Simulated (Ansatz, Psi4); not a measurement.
Exact exchange and the vertical energy of the triplet above the singlet of C2H6O (dimethyl ether)

C2H6O: 9 atoms, total charge 0, spin state singlet. SMILES: `COC`. The shape is that of a PBE0-D4/def2-TZVP optimisation.

The vertical energy of the triplet above the singlet y, in eV, basis cc-pVDZ; a is the functional's share of exact exchange. Programs: Ansatz 0.2.0, Psi4 1.11.

| functional | program | a | y (eV) |
| --- | --- | --- | --- |
| TPSS | Psi4 | 0 | 7.38 |
| revPBE | Psi4 | 0 | 7.18 |
| TPSSh | Psi4 | 0.1 | ? |
| B3LYP | Psi4 | 0.2 | 7.47 |
| r2SCAN0 | Ansatz | 0.25 | 7.65 |
| PBE0 | Psi4 | 0.25 | 7.54 |
| BHLYP | Psi4 | 0.5 | 7.85 |

Problem. Fit y = c + s·a to the known rows and predict TPSSh.

Solution. 
1. Means of the 6 rows: a = 0.2000, y = 7.512.
2. Σ(Δa)² = 0.175, Σ(Δa·Δy) = 0.2025, so the slope is 0.2025/0.175 = 1.1571.
3. Intercept: 7.512 − (1.1571) × 0.2000 = 7.281. The largest residual of the fit is 0.10.
4. TPSSh: 7.281 + (1.1571) × 0.1 = 7.40 eV.

The run gave 7.52 eV, so the prediction is off by -0.12 eV, about the largest residual. The rows mix families of semi-local functionals, which the line can't see.
